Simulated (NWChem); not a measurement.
The numbers come from NWChem runs, not from measurements. System: chlorine (Cl$_{2}$), charge 0, spin multiplicity 1, at a geometry optimised with PBE0/def2-SVP. Level: PBE/def2-SVP.

Output (cleaned and shortened):

```
             Northwest Computational Chemistry Package (NWChem) 7.3.0
             --------------------------------------------------------

                                NWChem Input Module
                                -------------------

 Scaling coordinates for geometry "geometry" by  1.889725989
 (inverse scale =  0.529177249)

                             Geometry "geometry" -> ""
                             -------------------------

 Output coordinates in angstroms (scale by  1.889725989 to convert to a.u.)

  No.       Tag          Charge          X              Y              Z
 ---- ---------------- ---------- -------------- -------------- --------------
    1 Cl                  17.0000     0.00000000     0.00000000     1.01276800
    2 Cl                  17.0000     0.00000000     0.00000000    -1.01276800

 Effective nuclear repulsion energy (a.u.)      75.5021016466

            Nuclear Dipole moment (a.u.)
            ----------------------------
        X                 Y               Z
 ---------------- ---------------- ----------------
     0.0000000000     0.0000000000     0.0000000000


 Summary of "ao basis" -> "" (spherical)
 ------------------------------------------------------------------------------
       Tag                 Description            Shells   Functions and Types
 ---------------- ------------------------------  ------  ---------------------
 *                          def2-svp                  on all atoms

  pbe96 is a nonlocal functional; adding pw91lda local functional.

                                 NWChem DFT Module
                                 -----------------

 Summary of "ao basis" -> "ao basis" (spherical)
 ------------------------------------------------------------------------------
       Tag                 Description            Shells   Functions and Types
 ---------------- ------------------------------  ------  ---------------------
 Cl                         def2-svp                 8       18   4s3p1d

 Summary of "ao basis" -> "ao basis" (spherical)
 ------------------------------------------------------------------------------
       Tag                 Description            Shells   Functions and Types
 ---------------- ------------------------------  ------  ---------------------
 Cl                         def2-svp                 8       18   4s3p1d

            General Information
            -------------------
          SCF calculation type: DFT
          Wavefunction type:  closed shell.
          No. of atoms     :     2
          No. of electrons :    34
           Alpha electrons :    17
            Beta electrons :    17
          Charge           :     0
          Spin multiplicity:     1
          Use of symmetry is: off; symmetry adaption is: off
          Maximum number of iterations: 100
          AO basis - number of functions:    36
                     number of shells:    16
          Convergence on energy requested:  1.00D-06
          Convergence on density requested:  1.00D-05
          Convergence on gradient requested:  5.00D-04

              XC Information
              --------------
          PerdewBurkeErnzerhof Exchange Functional  1.000
            Perdew 1991 LDA Correlation Functional  1.000 local
           PerdewBurkeErnz. Correlation Functional  1.000 non-local

             Grid Information
             ----------------
          Grid used for XC integration:  medium
          Radial quadrature: Mura-Knowles
          Angular quadrature: Lebedev.
          Tag              B.-S. Rad. Rad. Pts. Rad. Cut. Ang. Pts.
          ---              ---------- --------- --------- ---------
          Cl                  1.00       88           7.0       590
          Grid pruning is: on
          Number of quadrature shells:   176
          Spatial weights used:  Erf1

          Convergence Information
          -----------------------
          Convergence aids based upon iterative change in
          total energy or number of iterations.
          Levelshifting, if invoked, occurs when the
          HOMO/LUMO gap drops below (HL_TOL):  1.00D-02
          DIIS, if invoked, will attempt to extrapolate
          using up to (NFOCK): 10 stored Fock matrices.
[...]
                    Damping( 0%)  Levelshifting(0.5)       DIIS
                  --------------- ------------------- ---------------
          dE  on:    start            ASAP                start
          dE off:    2 iters        100 iters           100 iters

      Screening Tolerance Information
      -------------------------------
          Density screening/tol_rho:  1.00D-10
          AO Gaussian exp screening on grid/accAOfunc:  14
          CD Gaussian exp screening on grid/accCDfunc:  20
          XC Gaussian exp screening on grid/accXCfunc:  20
          Schwarz screening/accCoul:  1.00D-08

      Superposition of Atomic Density Guess
      -------------------------------------

 Sum of atomic energies:        -918.64703840

      Non-variational initial energy
      ------------------------------

 Total energy =    -918.724866
 1-e energy   =   -1420.608412
 2-e energy   =     426.381444
 HOMO         =      -0.343750
 LUMO         =      -0.101958

------------------------------------------------------------
EAF file 0: "./mol.aoints.0" size=524288 bytes
------------------------------------------------------------
               write      read    awrite     aread      wait
               -----      ----    ------     -----      ----
     calls:        1         0         0         0         0
   data(b): 5.24e+05  0.00e+00  0.00e+00  0.00e+00
   time(s): 0.00e+00  0.00e+00  0.00e+00  0.00e+00  0.00e+00
rate(mb/s): 0.00e+00  0.00e+00
------------------------------------------------------------

   convergence    iter        energy       DeltaE   RMS-Dens  Diis-err    time
 ---------------- ----- ----------------- --------- --------- ---------  ------
 d= 0,ls=0.0,diis     1   -919.6633509224 -9.95D+02  1.59D-02  3.50D-01     0.2
 d= 0,ls=0.0,diis     2   -919.6715453095 -8.19D-03  9.75D-03  1.44D-01     0.3
 d= 0,ls=0.0,diis     3   -919.6879531760 -1.64D-02  2.45D-03  1.88D-02     0.4
 d= 0,ls=0.0,diis     4   -919.6903906810 -2.44D-03  3.58D-04  1.64D-04     0.4
 d= 0,ls=0.0,diis     5   -919.6904108699 -2.02D-05  1.08D-05  1.94D-07     0.5
 d= 0,ls=0.0,diis     6   -919.6904108878 -1.79D-08  5.65D-07  5.50D-10     0.5

         Total DFT energy =     -919.690410887767
      One electron energy =    -1420.200883203724
           Coulomb energy =      481.093649135334
    Exchange-Corr. energy =      -56.085278466009
 Nuclear repulsion energy =       75.502101646632

 Numeric. integr. density =       34.000000009334

     Total iterative time =      0.5s

                       DFT Final Molecular Orbital Analysis
                       ------------------------------------

 Vector   15  Occ=2.000000D+00  E=-3.516790D-01
              MO Center=  8.5D-10,  4.4D-11, -1.3D-07, r^2= 1.9D+00
   Bfn.  Coefficient  Atom+Function         Bfn.  Coefficient  Atom+Function
  ----- ------------  ---------------      ----- ------------  ---------------
    11      0.311956  1 Cl px                29      0.311956  2 Cl px
    12     -0.296365  1 Cl py                30     -0.296365  2 Cl py
     8      0.239633  1 Cl px                26      0.239633  2 Cl px
     9     -0.227657  1 Cl py                27     -0.227657  2 Cl py
     5      0.140330  1 Cl px                23      0.140330  2 Cl px

 Vector   16  Occ=2.000000D+00  E=-2.585938D-01
              MO Center= -8.4D-10, -6.9D-10,  1.3D-07, r^2= 2.2D+00
   Bfn.  Coefficient  Atom+Function         Bfn.  Coefficient  Atom+Function
  ----- ------------  ---------------      ----- ------------  ---------------
    12      0.360394  1 Cl py                30     -0.360394  2 Cl py
    11      0.339122  1 Cl px                29     -0.339122  2 Cl px
     9      0.269683  1 Cl py                27     -0.269683  2 Cl py
     8      0.253765  1 Cl px                26     -0.253765  2 Cl px
     6      0.153764  1 Cl py                24     -0.153764  2 Cl py

 Vector   17  Occ=2.000000D+00  E=-2.585938D-01
              MO Center=  3.9D-10,  5.4D-10,  1.3D-07, r^2= 2.2D+00
   Bfn.  Coefficient  Atom+Function         Bfn.  Coefficient  Atom+Function
  ----- ------------  ---------------      ----- ------------  ---------------
    11      0.360394  1 Cl px                29     -0.360394  2 Cl px
    12     -0.339122  1 Cl py                30      0.339122  2 Cl py
     8      0.269683  1 Cl px                26     -0.269683  2 Cl px
     9     -0.253765  1 Cl py                27      0.253765  2 Cl py
     5      0.153764  1 Cl px                23     -0.153764  2 Cl px

 Vector   18  Occ=0.000000D+00  E=-1.547454D-01
              MO Center= -9.9D-11,  4.2D-10,  3.8D-08, r^2= 2.3D+00
   Bfn.  Coefficient  Atom+Function         Bfn.  Coefficient  Atom+Function
  ----- ------------  ---------------      ----- ------------  ---------------
    13      0.663081  1 Cl pz                31      0.663081  2 Cl pz
    10      0.392570  1 Cl pz                28      0.392570  2 Cl pz
     7      0.219035  1 Cl pz                25      0.219035  2 Cl pz
     3     -0.207006  1 Cl s                 21      0.207006  2 Cl s
     4     -0.196816  1 Cl s                 22      0.196816  2 Cl s

 Vector   19  Occ=0.000000D+00  E= 3.705684D-01
              MO Center=  6.9D-09, -3.0D-09, -1.1D-07, r^2= 2.8D+00
   Bfn.  Coefficient  Atom+Function         Bfn.  Coefficient  Atom+Function
  ----- ------------  ---------------      ----- ------------  ---------------
     3      1.350574  1 Cl s                 21      1.350574  2 Cl s
     4     -1.161109  1 Cl s                 22     -1.161109  2 Cl s
     2     -0.367528  1 Cl s                 20     -0.367528  2 Cl s
    16      0.258597  1 Cl d  0              34      0.258597  2 Cl d  0
     1      0.049557  1 Cl s                 19      0.049557  2 Cl s

 Vector   20  Occ=0.000000D+00  E= 4.792470D-01
              MO Center=  7.2D-09, -3.3D-09,  9.4D-08, r^2= 3.4D+00
   Bfn.  Coefficient  Atom+Function         Bfn.  Coefficient  Atom+Function
  ----- ------------  ---------------      ----- ------------  ---------------
     4      1.808606  1 Cl s                 22     -1.808605  2 Cl s
     3     -1.546737  1 Cl s                 21      1.546736  2 Cl s
     2      0.375248  1 Cl s                 20     -0.375248  2 Cl s
    13     -0.264662  1 Cl pz                31     -0.264662  2 Cl pz
    10     -0.140833  1 Cl pz                28     -0.140833  2 Cl pz

 center of mass
 --------------
 x =   0.00000000 y =   0.00000000 z =   0.00000000

 moments of inertia (a.u.)
 ------------------
         256.170407256312           0.000000000000           0.000000000000
           0.000000000000         256.170407256312           0.000000000000
           0.000000000000           0.000000000000           0.000000000000

     Multipole analysis of the density
     ---------------------------------

     L   x y z        total         alpha         beta         nuclear
     -   - - -        -----         -----         ----         -------
     0   0 0 0     -0.000000    -17.000000    -17.000000     34.000000

     1   1 0 0     -0.000000     -0.000000     -0.000000      0.000000
     1   0 1 0     -0.000000     -0.000000     -0.000000      0.000000
     1   0 0 1      0.000000      0.000000      0.000000      0.000000

     2   2 0 0    -18.468653     -9.234327     -9.234327      0.000000
     2   1 1 0     -0.000000     -0.000000     -0.000000      0.000000
     2   1 0 1     -0.000000     -0.000000     -0.000000      0.000000
     2   0 2 0    -18.468653     -9.234327     -9.234327      0.000000
     2   0 1 1      0.000000      0.000000      0.000000      0.000000
     2   0 0 2    -16.179268    -70.357866    -70.357866    124.536464

 Task  times  cpu:        0.5s     wall:        0.5s

 Total times  cpu:        0.6s     wall:        0.6s
```

Question: Write an NWChem input that would produce this output.

Answer: This is not unique; one that fits is 
```
start mol
memory heap 200 mb stack 800 mb global 1000 mb
geometry units angstroms nocenter noautoz noautosym
  Cl     0.000000     0.000000     1.012768
  Cl     0.000000     0.000000    -1.012768
end
basis spherical
  * library def2-svp
end
dft
  xc xpbe96 cpbe96
  semidirect memsize 60000000 filesize 0
  iterations 100
end
task dft energy
```
